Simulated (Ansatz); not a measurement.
One change: `F[Si]Cl` becomes `[SiH]Cl`.

Ansatz, PBE0-D4/def2-TZVP geometries, multiplicity 1. 

```csv
property,`F[Si]Cl`
HOMO–LUMO gap (PBE/def2-TZVPP) / eV,3.51
"ideal-gas entropy at 298 K and 1 bar (rigid rotor, harmonic PBE0-D4/def2-TZVP) / J/(mol·K)",275
zero-point energy (PBE0-D4/def2-TZVP) / kJ/mol,9.8
LUMO energy (B3LYP/def2-TZVPP) / eV,-2.70
HOMO–LUMO gap (ωB97M-V/def2-TZVPP) / eV,9.62
LUMO energy (ωB97M-V/def2-TZVPP) / eV,-0.46
```

(1) Give the same properties after the change, and the shifts. (Estimate.)

Answers

(1) The calculation gave: 
```csv
property,`[SiH]Cl`,shift
HOMO–LUMO gap (PBE/def2-TZVPP) / eV,2.09,-1.42
"ideal-gas entropy at 298 K and 1 bar (rigid rotor, harmonic PBE0-D4/def2-TZVP) / J/(mol·K)",251,-24
zero-point energy (PBE0-D4/def2-TZVP) / kJ/mol,20.1,10.3
LUMO energy (B3LYP/def2-TZVPP) / eV,-3.14,-0.44
HOMO–LUMO gap (ωB97M-V/def2-TZVPP) / eV,8.13,-1.49
LUMO energy (ωB97M-V/def2-TZVPP) / eV,-0.94,-0.48
```

With PBE0 the HOMO rises by 0.99 eV and the LUMO falls by 0.45 eV, so the gap narrows by about 1.44 eV. PBE moves the HOMO by 0.94 eV and ωB97M-V by 1.02 eV.

B3LYP here is the variant with VWN-RPA as its local correlation; programs differ in this.
